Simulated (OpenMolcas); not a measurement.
# A workflow on AlHO2 (SMILES [O]=[Al][OH])

We compute a series of 13 runs (HF/ANO-L-MB, CASSCF(6,6)/ANO-L-VDZP, CASPT2[IPEA 0](6,6)/ANO-L-VDZP, CASPT2(6,6)/ANO-L-VDZP, MC-PDFT[tOPBE](6,6)/ANO-L-VDZP, PC-NEVPT2(5,6)/ANO-L-VDZP, MC-PDFT[ftBLYP](6,6)/ANO-L-VDZP) of AlHO2. 

The results are computed with OpenMolcas 26.06.

1 further run of the same task is left out (it didn't finish).

### Step 1. The molecule

AlHO2: 4 atoms, total charge 0, spin state singlet. SMILES: `[O]=[Al][OH]`. Geometry: a GFN2-xTB relaxation, a rough one for these elements and not checked as a minimum.

Bond lengths: O1–Al2 1.572 Å, Al2–O3 1.628 Å, O3–H4 0.949 Å. Angles: O1–Al2–O3 180.0°, Al2–O3–H4 179.6°.

### Step 2. A single-point energy at HF/ANO-L-MB (run 1)

Contents of mol.xyz:

```xyz
4

O     -1.605830    -1.403740    -0.651200
Al    -0.474020    -0.415070    -0.191330
O      0.698750     0.609040     0.285100
H      1.381100     1.209770     0.557430
```

Contents of step1.inp:

```
&GATEWAY
COORD=mol.xyz
BASIS=ANO-L-MB
GROUP=NoSym
&SEWARD
&SCF
PRORBITALS=1 1
```

The run is started by

```
$ export MOLCAS_MEM=1860
$ pymolcas step1.inp > step1.log
```

Log:

```text
--- Start Module: gateway ---
[...]
--- Stop Module: gateway /rc=_RC_ALL_IS_WELL_ ---
--- Start Module: seward ---
[...]
      Basis functions           20
--- Stop Module: seward /rc=_RC_ALL_IS_WELL_ ---
--- Start Module: scf ---
[...]
       Convergence after  11 Iterations
[...]
::    Total SCF energy                               -392.0356039042
[...]
      Total spin, S                                     0.0000000000
[...]
      Total electronic charge=   30.000000
      Total            charge=   -0.000000
[...]
      Dipole Moment (debye):
      Origin of the operator (angstrom)=   -0.4319   -0.3783   -0.1743
                   X=  3.4324E+00               Y=  3.0087E+00               Z=  1.3844E+00           Total=  4.7698E+00
      Quadrupole Moment (debye*angstrom):
[...]
--- Stop Module: scf /rc=_RC_ALL_IS_WELL_ ---
[...]
```

It took 1.7 s on 1 thread of Arm Neoverse V2, shared host; peak memory 0.37 GiB.

### Step 3. The vertical excitations at CASSCF(6,6)/ANO-L-VDZP (RICD fitting, 3 states averaged) (run 2)

mol.xyz is that of step 2.

Contents of step2.input:

```
>>> EXPORT MOLCAS_PRINT=2

&GATEWAY
 Coord = mol.xyz
 Basis = ANO-L-MB
 Group = NoSym

&SEWARD

&RASSCF
 FileOrb = $CurrDir/step1.ScfOrb
 Alter = 5
 1 8 13
 1 10 14
 1 11 15
 1 17 19
 1 18 20
 Spin = 1
 Nactel = 6 0 0
 Inactive = 12
 Ras2 = 6
 CIRoot = 3 3 1
 OrbListing = Nothing
>>> COPY $Project.RunFile RUNFIL1
>>> COPY $Project.RasOrb INPORB

&GATEWAY
 Coord = mol.xyz
 Basis = ANO-L-VDZP
 Group = NoSym
 RICD

&SEWARD
>>> COPY $Project.RunFile RUNFIL2

&EXPBAS

&RASSCF
 FileOrb = $Project.ExpOrb
 Spin = 1
 Nactel = 6 0 0
 Inactive = 12
 Ras2 = 6
 CIRoot = 3 3 1
 OrbListing = NoCore
 OrbAppear = Compact
```

The run is started by

```
$ export MOLCAS_MEM=1860
$ pymolcas step2.input > step2.log
```

Log:

```text
[...]
      Basis functions           20
[...]
      Number of active orbitals                  6
[...]
      Spin quantum number                      0.0
[...]
      Active orbitals                            6
[...]
      Number of CSFs                           175
[...]
      Number of root(s) required                 3
[...]
      Convergence after 23 iterations
[...]
      Natural orbitals and occupation numbers for root  1
      sym 1:   1.911514   1.981421   1.910407   0.088203   0.089794   0.018661
      Natural orbitals and occupation numbers for root  2
      sym 1:   1.996628   1.980692   1.000855   0.997763   0.004564   0.019499
      Natural orbitals and occupation numbers for root  3
      sym 1:   1.479367   1.980990   1.521282   0.520772   0.479101   0.018487
      ************************************************************************************************************************
      *                                                    Final results                                                     *
[...]
::    RASSCF root number  1 Total energy:   -392.11043911
::    RASSCF root number  2 Total energy:   -391.96715735
::    RASSCF root number  3 Total energy:   -391.92645598
[...]
      Basis functions           51
[...]
      Convergence after 48 iterations
[...]
      Natural orbitals and occupation numbers for root  1
      sym 1:   1.999418   1.984926   1.947877   0.000702   0.052032   0.015044
      Natural orbitals and occupation numbers for root  2
      sym 1:   1.000289   1.984622   1.980816   0.999593   0.019201   0.015479
[...]
::    RASSCF root number  1 Total energy:   -392.30736770
::    RASSCF root number  2 Total energy:   -392.22267693
::    RASSCF root number  3 Total energy:   -392.21849289
[...]
      Total electronic charge=   30.000000
      Total            charge=   -0.000000
[...]
```

Run time: 9.9 s. Hardware: 1 thread of Arm Neoverse V2, shared host; peak memory 0.37 GiB.

The roots found:

| excited state | energy (eV) |
| --- | --- |
| 1 | 2.305 |
| 2 | 2.418 |

Runs 3 to 12 aren't shown in full; the table further down has their settings and results.

### Step 4. The vertical excitations at CASPT2(6,6)/ANO-L-VDZP (RICD fitting, ipea shift 0.25 Eh, pt2 variant RMS, 3 states averaged) (run 13)

mol.xyz is that of step 3.

Contents of step13.inp:

```
* AlHO2 CASPT2
&GATEWAY
Coord = mol.xyz
Basis = ANO-L-VDZP
Group = NoSym
RICD
&SEWARD
&RASSCF
FileOrb = $CurrDir/step2.RasOrb
Spin = 1
Nactel = 6 0 0
Inactive = 12
Ras2 = 6
CIRoot = 3 3 1
OrbListing = NoCore
OrbAppear = Compact
&CASPT2
RMultistate = all
Imaginary = 0.2
Frozen = 0
```

The run is started by

```
$ export MOLCAS_MEM=1860
$ pymolcas step13.inp > step13.log
```

Log:

```text
[...]
      Basis functions           51
[...]
      Number of active orbitals                  6
[...]
      Spin quantum number                      0.0
[...]
      Active orbitals                            6
[...]
      Number of CSFs                           175
[...]
      Number of root(s) required                 3
[...]
      Convergence after  4 iterations
[...]
      printout of CI-coefficients larger than  0.05 for root  1
      energy=    -392.307370
      conf/sym  111111     Coeff  Weight
             1  222000  -0.95616 0.91425
             3  22u0d0   0.24465 0.05985
            13  220020   0.13334 0.01778
            34  202002   0.08292 0.00688
[...]
      Natural orbitals and occupation numbers for root  1
      sym 1:   1.999418   1.984925   1.947866   0.000702   0.052043   0.015046
      Natural orbitals and occupation numbers for root  2
      sym 1:   1.000255   1.984620   1.980814   0.999627   0.019203   0.015481
      Natural orbitals and occupation numbers for root  3
      sym 1:   1.999455   1.984627   1.000819   0.999282   0.000349   0.015468
      ************************************************************************************************************************
      *                                                    Final results                                                     *
[...]
::    RASSCF root number  1 Total energy:   -392.30736978
::    RASSCF root number  2 Total energy:   -392.22267612
::    RASSCF root number  3 Total energy:   -392.21849163
[...]
      Total electronic charge=   30.000000
      Total            charge=   -0.000000
[...]
      Reference weight:           0.88781
[...]
::    RMS-CASPT2 Root  1     Total energy:   -392.73688802
::    RMS-CASPT2 Root  2     Total energy:   -392.61842714
::    RMS-CASPT2 Root  3     Total energy:   -392.61739238
[...]
```

It took 5.1 s on 1 thread of Arm Neoverse V2, shared host; peak memory 0.083 GiB.

The roots found:

| excited state | energy (eV) |
| --- | --- |
| 1 | 3.223 |
| 2 | 3.252 |

### Step 5. All runs side by side

| run | level | swaps | integral approximation | partner | energy (Eh) | dipole moment (D) of the reference | wall time |
| --- | --- | --- | --- | --- | --- | --- | --- |
| 1 | HF/ANO-L-MB | – | none | base | -392.035604 | 4.77 | 1.7 s |
| 2 | CASSCF(6,6)/ANO-L-VDZP (RICD fitting, 3 states averaged) | 5 | RICD | base | -392.307368 | 7.07 | 9.9 s |
| 3 | CASPT2[IPEA 0](6,6)/ANO-L-VDZP (RICD fitting, ipea shift 0 Eh, pt2 variant MS, 4 states averaged, sigma2 shift 0.3) | 0 | RICD | base | -392.727728 | 6.00 | 6.3 s |
| 4 | CASPT2(6,6)/ANO-L-VDZP (RICD fitting, ipea shift 0.25 Eh, pt2 variant MS, real shift 0.1 Eh, 3 states averaged) | 0 | RICD | triplet | -392.621302 | 1.96 | 5.7 s |
| 5 | MC-PDFT[tOPBE](6,6)/ANO-L-VDZP (RICD fitting, 3 states averaged) | 0 | RICD | base | -393.375709 | – | 4.8 s |
| 6 | CASSCF(6,6)/ANO-L-VDZP (RICD fitting, 3 states averaged) | 0 | RICD | base | -392.307370 | 7.07 | 3.6 s |
| 7 | CASPT2[IPEA 0](6,6)/ANO-L-VDZP (RICD fitting, ipea shift 0 Eh, pt2 variant XMS, 3 states averaged) | 0 | RICD | base | -392.747667 | 7.07 | 4.8 s |
| 8 | PC-NEVPT2(5,6)/ANO-L-VDZP (RICD fitting, pt2 variant QD-PC-NEVPT2, 3 states averaged) | 0 | RICD | cation | -392.368573 | – | 4.8 s |
| 9 | CASPT2(6,6)/ANO-L-VDZP (RICD fitting, ipea shift 0.25 Eh, pt2 variant XMS, 3 states averaged, sigma1 shift 0.2) | 0 | RICD | base | -392.744460 | 7.07 | 4.8 s |
| 10 | CASSCF(6,6)/ANO-L-VDZP (RICD fitting, PCM methylenechloride, 3 states averaged) | 0 | RICD | base | -392.389187 | 8.56 | 44 s |
| 11 | CASSCF(6,6)/ANO-L-VDZP (RICD fitting, 3 states averaged, root 1) | 0 | RICD | base | -392.307370 | 7.07 | 5.7 s |
| 12 | MC-PDFT[ftBLYP](6,6)/ANO-L-VDZP (RICD fitting, hybrid share 0.25) | 0 | RICD | base | -393.313046 | – | 40 s |
| 13 | CASPT2(6,6)/ANO-L-VDZP (RICD fitting, ipea shift 0.25 Eh, pt2 variant RMS, 3 states averaged) | 0 | RICD | base | -392.736888 | 7.07 | 5.1 s |

### Step 6. Summary of results

```
                                                                         quantity          value
                  run 13, CASPT2(6,6)/ANO-L-VDZP: energy of the lowest of 3 roots  -392.73689 Eh
                   run 13, CASPT2(6,6)/ANO-L-VDZP: dipole moment (CASSCF density)         7.07 D
run 13, CASPT2(6,6)/ANO-L-VDZP: lowest excitation energy within this active space        3.22 eV
                                 energy change from gas to solvent at fixed shape      -2.226 eV
```

In words: The solvent model (PCM, methylenechloride) lowers the energy by 2.23 eV (−51 kcal/mol) at the same shape. It holds the electrostatic part alone, without cavity or dispersion terms. In run 1 the basis is minimal, so the values are rough. All runs together took 2.4 min, the longest 44 s.
